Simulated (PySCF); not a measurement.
Gas-phase reaction: 4 CH3OCH3 + C6H6 = 3 C4H10 (isobutane) + 2 CO2

Method: PySCF energies (xtb for GFN2) plus ideal-gas RRHO corrections (1 bar). 'Table' is the NASA 1993 thermochemical table (part measured, part estimated). † marks an energy on the PBE0/def2-TZVP geometry and frequencies; other levels use their own. MP2 freezes the core. 6-31G* has spherical d functions here. All species are closed-shell singlets. MP2 isn't extrapolated to the basis-set limit.

Levels: a) M06-2X/def2-TZVP†; b) HF/6-31G*; c) GFN2-xTB; d) MP2/def2-SVP†.

Task: Order the levels by the distance of their ΔH°(298 K) from the table for this reaction, closest first.

Result: b (-8 kJ), a (+45 kJ), c (+75 kJ), d (-110 kJ)

The table gives -538 kJ. The order holds for this reaction alone, and for the 1993 entries, some of which have been revised since.
